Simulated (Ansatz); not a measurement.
**HF with C2H4: superposition error and deformation**

Aim: split the binding of a pair into the counterpoise interaction, the basis-set superposition error and the cost of deforming the fragments.

Computed with Ansatz 0.2.0, Gaussian basis. Level: PBE0-D4 structures, single points in def2-TZVPPD.

Levels: PBE-D4, revPBE-D4, BLYP-D4, r2SCAN-D4, B97M-V, PBE0-D4, B3LYP-D4, HSE06-D4, wB97X-V, wB97M-V, B2PLYP, Hartree-Fock, MP2, CCSD, CCSD(T).

Correlated methods freeze the cores. B3LYP uses VWN-RPA correlation. B2PLYP carries no dispersion term here.

129 further runs of the same task are left out: 129 set aside as unsound or not needed.

### 1 Starting geometry

The relaxed pair: 8 atoms, charge 0, spin multiplicity 1.

Atoms are counted from 1 here; the program's logs count them from 0.

Bond lengths: F1–H2 0.933 Å, C3–C4 1.327 Å, C3–H5 1.085 Å, C3–H6 1.085 Å, C4–H7 1.085 Å, C4–H8 1.085 Å. Angles: C4–C3–H5 121.6°, C4–C3–H6 121.6°, H5–C3–H6 116.8°, C3–C4–H7 121.6°, C3–C4–H8 121.6°, H7–C4–H8 116.8°.

Coordinates:

```
F     1.0519   -0.5442   -2.0750
H     0.6420   -0.3316   -1.2649
C    -0.8090    0.3766    0.2252
C     0.2469   -0.0860    0.8831
H    -1.6468   -0.2643   -0.0280
H    -0.8796    1.4158   -0.0779
H     1.0809    0.5568    1.1437
H     0.3137   -1.1232    1.1936
```

Atoms 1 to 2 are fragment A (HF), the rest fragment B (C2H4). From earlier runs, pair energy (eV) and counterpoise interaction (kcal/mol):

| method | E(pair) | interaction |
| --- | --- | --- |
| PBE-D4 | -4868.37925 | -5.62 |
| revPBE-D4 | -4872.79544 | -4.86 |
| BLYP-D4 | -4872.87470 | -4.75 |
| r2SCAN-D4 | -4871.39836 | -5.56 |
| B97M-V | -4872.94861 | -4.80 |
| PBE0-D4 | -4868.66809 | -5.53 |
| B3LYP-D4 | -4874.42596 | -4.99 |
| HSE06-D4 | -4868.41407 | -5.52 |
| wB97X-V | -4872.32838 | -5.06 |
| wB97M-V | -4871.91738 | -4.99 |
| B2PLYP | -4870.53536 | -4.28 |
| MP2 | -4864.00998 | -4.41 |
| CCSD(T) | -4865.31219 | -4.13 |

First each fragment is run alone in its own basis, frozen in the shape it has in the pair (a, b).

### 2 PBE-D4/def2-TZVPPD

a/in.yaml

```yaml
crystal:
  periodic: [false, false, false]
  atoms:
    - {symbol: F, position_ang: [1.051933, -0.544222, -2.074984]}
    - {symbol: H, position_ang: [0.641995, -0.331555, -1.264870]}
basis:
  gaussian: {orbitals: "def2-TZVPPD.json"}
hamiltonian: {xc: pbe, dispersion: d4}
```

b/in.yaml

```yaml
crystal:
  periodic: [false, false, false]
  atoms:
    - {symbol: C, position_ang: [-0.809011, 0.376630, 0.225190]}
    - {symbol: C, position_ang: [0.246898, -0.086003, 0.883120]}
    - {symbol: H, position_ang: [-1.646803, -0.264260, -0.027978]}
    - {symbol: H, position_ang: [-0.879607, 1.415804, -0.077897]}
    - {symbol: H, position_ang: [1.080923, 0.556836, 1.143672]}
    - {symbol: H, position_ang: [0.313675, -1.123233, 1.193646]}
basis:
  gaussian: {orbitals: "def2-TZVPPD.json"}
hamiltonian: {xc: pbe, dispersion: d4}
```

The basis file named in the input lies beside it (Basis Set Exchange, JSON).

One command serves all of them, each in its own folder.

The run is started by

```console
$ ansatz run in.yaml --threads 2 --pin off --events-out ev --progress --plain --max-ram 5222MiB
```

Output in a:

```text
Functional definition: PBE
  name "PBE"
  cite "Perdew, Burke & Ernzerhof, Phys. Rev. Lett. 77, 3865 (1996) doi:10.1103/PhysRevLett.77.3865"
  parent pbe
  parameter kappa = 0.804
  parameter beta = 0.06672455060314922
  exchange = pbe_x(kappa = kappa, mu = beta*pi^2/3)
  correlation = pbe_c(beta = beta)
256 factors; their error is unknown
mean field evaluation 1: about -2730.2625 eV, gradient 3.5e1 eV
mean field evaluation 2: about -2723.9906 eV, gradient 7.6e1 eV
mean field evaluation 4: about -2731.9339 eV, gradient 5.0e-1 eV
mean field evaluation 8: about -2731.9329 eV, gradient 1.2e-1 eV
mean field -2731.93290590 eV, -100.3966825214 hartree, gradient 3.5e-5 eV, S^2 0.000000; 0 other end points of the search recorded, 0 dependent functions left out
reference -2731.93294365 eV, -100.3966839084 hartree; 5, 5 occupied and 52, 52 virtual orbitals, 256 factors
Total energy: -2731.93484263 eV, -100.3967536946 hartree
```

b printed, shortened:

```text
[... 4 set-up lines as earlier in the session ...]
[...]
584 factors; their error is unknown
[...]
mean field -2136.14490968 eV, -78.5018774998 hartree, gradient 1.2e-5 eV, S^2 0.000000; 0 other end points of the search recorded, 0 dependent functions left out
reference -2136.14494204 eV, -78.5018786891 hartree; 8, 8 occupied and 134, 134 virtual orbitals, 584 factors
Total energy: -2136.19684897 eV, -78.5037862333 hartree
```

Wall times: 0.2 s (a), 0.8 s (b) on 2 threads, shared host.

### 3 r2SCAN-D4/def2-TZVPPD

Each input of step 2 (a, b) changes in the same lines:

```diff
-hamiltonian: {xc: pbe, dispersion: d4}
+hamiltonian: {xc: r2scan, dispersion: d4}
```

The same command starts each run, in its folder.

The run is started by

```console
$ ansatz run in.yaml --threads 2 --pin off --events-out ev --progress --plain --max-ram 5222MiB
```

a printed, shortened:

```text
Functional definition: r2SCAN
  name "r2SCAN"
  cite "Furness, Kaplan, Ning, Perdew & Sun, J. Phys. Chem. Lett. 11, 8208 (2020) doi:10.1021/acs.jpclett.0c02405"
  cite "Furness, Kaplan, Ning, Perdew & Sun, J. Phys. Chem. Lett. 11, 9248 (2020) doi:10.1021/acs.jpclett.0c03077"
  parent r2scan
[...]
256 factors; their error is unknown
[...]
mean field -2733.34596639 eV, -100.4486115364 hartree, gradient 7.8e-6 eV, S^2 0.000000; 0 other end points of the search recorded, 0 dependent functions left out
reference -2733.34597950 eV, -100.4486120183 hartree; 5, 5 occupied and 52, 52 virtual orbitals, 256 factors
Total energy: -2733.34643828 eV, -100.4486288779 hartree
```

Output in b, shortened:

```text
[... 5 set-up lines as earlier in the session ...]
[...]
584 factors; their error is unknown
[...]
mean field -2137.79579105 eV, -78.5625462711 hartree, gradient 3.7e-5 eV, S^2 0.000000; 0 other end points of the search recorded, 0 dependent functions left out
reference -2137.79579969 eV, -78.5625465884 hartree; 8, 8 occupied and 134, 134 virtual orbitals, 584 factors
Total energy: -2137.80793112 eV, -78.5629924104 hartree
```

Wall times: 0.5 s (a), 1.8 s (b) on 2 threads, shared host.

### 4 PBE0-D4/def2-TZVPPD

Each input of step 3 (a, b) changes in the same lines:

```diff
-hamiltonian: {xc: r2scan, dispersion: d4}
+hamiltonian: {xc: pbe0, dispersion: d4}
+output: {orbitals: {seedname: orbitals}}
```

The same command starts each run, in its folder.

The run is started by

```console
$ ansatz run in.yaml --threads 2 --pin off --events-out ev --progress --plain --max-ram 5222MiB
```

Log of a, shortened:

```text
Functional definition: PBE0
  name "PBE0"
  cite "Adamo & Barone, J. Chem. Phys. 110, 6158 (1999) doi:10.1063/1.478522"
[... 2 set-up lines as earlier in the session ...]
[...]
256 factors; their error is unknown
[...]
mean field -2731.91568815 eV, -100.3960497807 hartree, gradient 2.9e-5 eV, S^2 0.000000; 0 other end points of the search recorded, 0 dependent functions left out
reference -2731.91571633 eV, -100.3960508160 hartree; 5, 5 occupied and 52, 52 virtual orbitals, 256 factors
Total energy: -2731.91723370 eV, -100.3961065785 hartree
```

Log of b, shortened:

```text
[... 5 set-up lines as earlier in the session ...]
[...]
584 factors; their error is unknown
[...]
mean field -2136.46577774 eV, -78.5136691833 hartree, gradient 7.3e-6 eV, S^2 0.000000; 0 other end points of the search recorded, 0 dependent functions left out
reference -2136.46579961 eV, -78.5136699872 hartree; 8, 8 occupied and 134, 134 virtual orbitals, 584 factors
Total energy: -2136.50797687 eV, -78.5152199729 hartree
```

They took 0.2 s (a), 0.9 s (b) on 2 threads, shared host.

### 5 B3LYP-D4/def2-TZVPPD

The same edit goes into each in.yaml of step 4 (a, b):

```diff
-hamiltonian: {xc: pbe0, dispersion: d4}
-output: {orbitals: {seedname: orbitals}}
+hamiltonian: {xc: {name: B3LYP}, dispersion: d4}
```

The same command starts each run, in its folder.

The run is started by

```console
$ ansatz run in.yaml --threads 2 --pin off --events-out ev --progress --plain --max-ram 5222MiB
```

Output in a, shortened:

```text
Functional definition: B3LYP
  name "B3LYP"
  cite "Stephens, Devlin, Chabalowski & Frisch, J. Phys. Chem. 98, 11623 (1994) doi:10.1021/j100096a001"
  cite "Becke, Phys. Rev. A 38, 3098 (1988) doi:10.1103/PhysRevA.38.3098"
  cite "Lee, Yang & Parr, Phys. Rev. B 37, 785 (1988) doi:10.1103/PhysRevB.37.785"
  cite "Vosko, Wilk & Nusair, Can. J. Phys. 58, 1200 (1980) doi:10.1139/p80-159"
[...]
256 factors; their error is unknown
[...]
mean field -2734.61094841 eV, -100.4950987682 hartree, gradient 7.5e-5 eV, S^2 0.000000; 0 other end points of the search recorded, 0 dependent functions left out
reference -2734.61112400 eV, -100.4951052209 hartree; 5, 5 occupied and 52, 52 virtual orbitals, 256 factors
Total energy: -2734.61412175 eV, -100.4952153864 hartree
```

Log of b, shortened:

```text
[... 6 set-up lines as earlier in the session ...]
[...]
584 factors; their error is unknown
[...]
mean field -2139.50832265 eV, -78.6254806466 hartree, gradient 6.3e-5 eV, S^2 0.000000; 0 other end points of the search recorded, 0 dependent functions left out
reference -2139.50852380 eV, -78.6254880385 hartree; 8, 8 occupied and 134, 134 virtual orbitals, 584 factors
Total energy: -2139.59193288 eV, -78.6285532660 hartree
```

Wall times: 0.2 s (a), 1.1 s (b) on 2 threads, shared host.

### 6 wB97X-V/def2-TZVPPD

Each input of step 5 (a, b) changes in the same lines:

```diff
-hamiltonian: {xc: {name: B3LYP}, dispersion: d4}
+hamiltonian: {xc: {name: wB97X-V}}
```

The same command starts each run, in its folder.

The run is started by

```console
$ ansatz run in.yaml --threads 2 --pin off --events-out ev --progress --plain --max-ram 5222MiB
```

a printed, shortened:

```text
Functional definition: wB97X-V
  name "wB97X-V"
  cite "Mardirossian & Head-Gordon, Phys. Chem. Chem. Phys. 16, 9904 (2014) doi:10.1039/C3CP54374A"
  cite "Becke, J. Chem. Phys. 107, 8554 (1997) doi:10.1063/1.475007"
  cite "Vydrov & Van Voorhis, J. Chem. Phys. 133, 244103 (2010) doi:10.1063/1.3521275"
[...]
      + integral(e_c_pw_opposite_spin*poly(b97_u_opposite, cos0, cos1)) + vv10(b, c)
256 factors; their error is unknown
78 factors; integrals over basis functions are off by at most 2.5e-5 eV
[...]
mean field -2733.56044130 eV, -100.4564933439 hartree, gradient 1.2e-5 eV, S^2 0.000000; 0 other end points of the search recorded, 0 dependent functions left out
reference -2733.56043947 eV, -100.4564932766 hartree; 5, 5 occupied and 52, 52 virtual orbitals, 256 factors
Total energy: -2733.56043947 eV, -100.4564932766 hartree
```

b printed, shortened:

```text
[... 5 set-up lines as earlier in the session ...]
[...]
      + integral(e_c_pw_opposite_spin*poly(b97_u_opposite, cos0, cos1)) + vv10(b, c)
584 factors; their error is unknown
198 factors; integrals over basis functions are off by at most 1.7e-5 eV
[...]
mean field -2138.54579506 eV, -78.5901084100 hartree, gradient 5.4e-5 eV, S^2 0.000000; 0 other end points of the search recorded, 0 dependent functions left out
reference -2138.54579358 eV, -78.5901083557 hartree; 8, 8 occupied and 134, 134 virtual orbitals, 584 factors
Total energy: -2138.54579358 eV, -78.5901083557 hartree
```

Wall times: 0.55 s (a), 2.6 s (b) on 2 threads, shared host.

### 7 wB97M-V/def2-TZVPPD

The same edit goes into each in.yaml of step 6 (a, b):

```diff
-hamiltonian: {xc: {name: wB97X-V}}
+hamiltonian: {xc: {name: wB97M-V}}
```

Each run has its own folder and the same command.

The run is started by

```console
$ ansatz run in.yaml --threads 2 --pin off --events-out ev --progress --plain --max-ram 5222MiB
```

a printed, shortened:

```text
Functional definition: wB97M-V
  name "wB97M-V"
  cite "Mardirossian & Head-Gordon, J. Chem. Phys. 144, 214110 (2016) doi:10.1063/1.4952647"
[... 2 set-up lines as earlier in the session ...]
  # Of w^i u^j: cxij and so on, Table III.
[...]
  gx(w, u) = 1 - cx + cx01*u + cx10*w
[...]
      + integral(e_c_pw_mod_opposite_spin*gos(b97_w_opposite, b97_u_opposite)) + vv10(b, c)
256 factors; their error is unknown
78 factors; integrals over basis functions are off by at most 2.5e-5 eV
[...]
mean field -2733.74785143 eV, -100.4633805391 hartree, gradient 6.5e-5 eV, S^2 0.000000; 0 other end points of the search recorded, 0 dependent functions left out
reference -2733.74789619 eV, -100.4633821842 hartree; 5, 5 occupied and 52, 52 virtual orbitals, 256 factors
Total energy: -2733.74789619 eV, -100.4633821842 hartree
```

b printed, shortened:

```text
[... 5 set-up lines as earlier in the session ...]
  # Of w^i u^j: cxij and so on, Table III.
[...]
  gx(w, u) = 1 - cx + cx01*u + cx10*w
[...]
      + integral(e_c_pw_mod_opposite_spin*gos(b97_w_opposite, b97_u_opposite)) + vv10(b, c)
584 factors; their error is unknown
198 factors; integrals over basis functions are off by at most 1.7e-5 eV
[...]
mean field -2137.94958837 eV, -78.5681982184 hartree, gradient 1.2e-5 eV, S^2 0.000000; 0 other end points of the search recorded, 0 dependent functions left out
reference -2137.94962708 eV, -78.5681996407 hartree; 8, 8 occupied and 134, 134 virtual orbitals, 584 factors
Total energy: -2137.94962708 eV, -78.5681996407 hartree
```

They took 0.55 s (a), 3.1 s (b) on 2 threads, shared host.

### 8 B2PLYP/def2-TZVPPD

The same edit goes into each in.yaml of step 7 (a, b):

```diff
-hamiltonian: {xc: {name: wB97M-V}}
+hamiltonian: {xc: {name: B2PLYP}}
```

The same command starts each run, in its folder.

The run is started by

```console
$ ansatz run in.yaml --threads 2 --pin off --events-out ev --progress --plain --max-ram 5222MiB
```

Log of a, shortened:

```text
Functional definition: B2PLYP
  name "B2PLYP"
  cite "Grimme, J. Chem. Phys. 124, 034108 (2006) doi:10.1063/1.2148954"
[... 2 set-up lines as earlier in the session ...]
[...]
354 factors; integrals over basis functions are off by at most 1.2e-3 eV
[...]
mean field -2730.76124140 eV, -100.3536246450 hartree, gradient 3.4e-6 eV, S^2 0.000000; 0 other end points of the search recorded, 0 dependent functions left out
1 core orbitals not correlated: weight in the atoms' cores, before any rotation towards them, 1.000 or more for the frozen orbitals, at most 0.000 for the correlated occupied ones
reference -2730.76134744 eV, -100.3536285418 hartree; 4, 4 occupied and 52, 52 virtual orbitals, 354 factors
second order -8.73752944 eV of doubles, -0.00000000 eV of singles
Total energy: -2733.12048039 eV, -100.4403250786 hartree
```

Output in b, shortened:

```text
[... 5 set-up lines as earlier in the session ...]
[...]
807 factors; integrals over basis functions are off by at most 6.5e-4 eV
[...]
mean field -2134.21998026 eV, -78.4311376483 hartree, gradient 3.4e-7 eV, S^2 0.000000; 0 other end points of the search recorded, 0 dependent functions left out
2 core orbitals not correlated: weight in the atoms' cores, before any rotation towards them, 1.000 or more for the frozen orbitals, at most 0.000 for the correlated occupied ones
reference -2134.22009980 eV, -78.4311420414 hartree; 6, 6 occupied and 134, 134 virtual orbitals, 807 factors
second order -11.10812231 eV of doubles, -0.00000000 eV of singles
Total energy: -2137.21929283 eV, -78.5413603521 hartree
```

Times: 0.3 s (a), 1.8 s (b) on 2 threads, shared host.

### 9 BLYP-D4/def2-TZVPPD

The same edit goes into each in.yaml of step 8 (a, b):

```diff
-hamiltonian: {xc: {name: B2PLYP}}
+hamiltonian: {xc: {name: BLYP}, dispersion: d4}
```

Each run has its own folder and the same command.

The run is started by

```console
$ ansatz run in.yaml --threads 2 --pin off --events-out ev --progress --plain --max-ram 5222MiB
```

Log of a, shortened:

```text
Functional definition: BLYP
  name "BLYP"
[... 2 set-up lines as earlier in the session ...]
[...]
256 factors; their error is unknown
[...]
mean field -2734.33369668 eV, -100.4849099550 hartree, gradient 4.7e-5 eV, S^2 0.000000; 0 other end points of the search recorded, 0 dependent functions left out
reference -2734.33393371 eV, -100.4849186658 hartree; 5, 5 occupied and 52, 52 virtual orbitals, 256 factors
Total energy: -2734.33852801 eV, -100.4850875030 hartree
```

b printed, shortened:

```text
[... 4 set-up lines as earlier in the session ...]
[...]
584 factors; their error is unknown
[...]
mean field -2138.20356255 eV, -78.5775315973 hartree, gradient 1.9e-5 eV, S^2 0.000000; 0 other end points of the search recorded, 0 dependent functions left out
reference -2138.20384992 eV, -78.5775421581 hartree; 8, 8 occupied and 134, 134 virtual orbitals, 584 factors
Total energy: -2138.32617417 eV, -78.5820374913 hartree
```

They took 0.25 s (a), 1 s (b) on 2 threads, shared host.

(Part 1 of 3 ends here.)
